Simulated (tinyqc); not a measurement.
Geometry optimisation on the UHF/sto-3g surface (energies and gradients from PySCF), for BH2, spin multiplicity 2, step by step. Computed by tinyqc, a small Python program that keeps every step (integrals from PySCF). Settings: charge = 0, multiplicity = 2, basis = sto-3g, optimiser = sd, first Hessian = 0.6, largest step = 0.3, iteration cap = 30. Command: `OMP_NUM_THREADS=1 python tinyqc.py 26497 26498 out.jsonl` (the two numbers bound the seeds that draw the settings). One thread of a shared host (Intel(R) Xeon(R) Processor @ 2.60GHz), about 2 s of CPU time with the checks.

## Step 1: energy and gradient

positions at the start (bohr):
```
            x          y          z
1B  -0.047243  -0.060471  -0.032125
2H   0.020787   2.031456   0.995886
3H  -0.051023  -2.129721   1.118718
```

Self-consistent energy and analytic gradient at these positions.

energy = -25.40239448 hartree

gradient (hartree/bohr):
```
              x            y            z
1B  -0.00101321   0.00734297  -0.03912271
2H   0.00119347   0.03957516   0.01625572
3H  -0.00018025  -0.04691813   0.02286699
```

## Step 1: move

Steepest descent, p = -g / 0.6; steps longer than 0.3 bohr are cut back.

positions after step 1 (bohr):
```
            x          y         z
1B  -0.045554  -0.072710  0.033079
2H   0.018798   1.965497  0.968793
3H  -0.050722  -2.051524  1.080606
```

## Step 2: energy and gradient

As before.

energy = -25.40918422 hartree

gradient (hartree/bohr):
```
              x            y            z
1B  -0.00021829  -0.00157363  -0.00647699
2H   0.00041572   0.01792451   0.00310208
3H  -0.00019743  -0.01635088   0.00337492
```

## Step 2: move

As before.

positions after step 2 (bohr):
```
            x          y         z
1B  -0.045191  -0.070087  0.043874
2H   0.018105   1.935623  0.963623
3H  -0.050393  -2.024273  1.074981
```

## Step 3: energy and gradient

As before.

energy = -25.40991373 hartree

gradient (hartree/bohr):
```
              x            y            z
1B   0.00009807   0.00075065   0.00288294
2H   0.00006984   0.00677810  -0.00180880
3H  -0.00016791  -0.00752875  -0.00107414
```

## Step 3: move

As before.

positions after step 3 (bohr):
```
            x          y         z
1B  -0.045354  -0.071338  0.039069
2H   0.017989   1.924326  0.966637
3H  -0.050113  -2.011725  1.076772
```

## Convergence

Stop when the largest gradient component is below 3e-5 hartree/bohr.

Course of the optimisation:
```
step   E (hartree)  largest gradient (hartree/bohr)
1     -25.40239448                         4.69e-02
2     -25.40918422                         1.79e-02
3     -25.40991373                         7.53e-03
4     -25.41007708                         4.52e-03
5     -25.41017198                         3.53e-03
6     -25.41023378                         2.89e-03
7     -25.41027411                         2.32e-03
8     -25.41030037                         1.86e-03
9     -25.41031744                         1.50e-03
10    -25.41032851                         1.20e-03
11    -25.41033569                         9.64e-04
12    -25.41034035                         7.74e-04
13    -25.41034335                         6.22e-04
14    -25.41034530                         4.99e-04
15    -25.41034656                         4.01e-04
16    -25.41034737                         3.22e-04
17    -25.41034790                         2.59e-04
18    -25.41034824                         2.08e-04
19    -25.41034846                         1.67e-04
20    -25.41034860                         1.34e-04
21    -25.41034869                         1.08e-04
22    -25.41034875                         8.65e-05
23    -25.41034879                         6.95e-05
24    -25.41034881                         5.58e-05
25    -25.41034883                         4.48e-05
26    -25.41034884                         3.60e-05
27    -25.41034884                         2.89e-05
```

Final distances (angstrom):
```
pair   distance
2H-1B  1.161421
3H-1B  1.161421
3H-2H  2.046207
```

Converged in 27 steps.
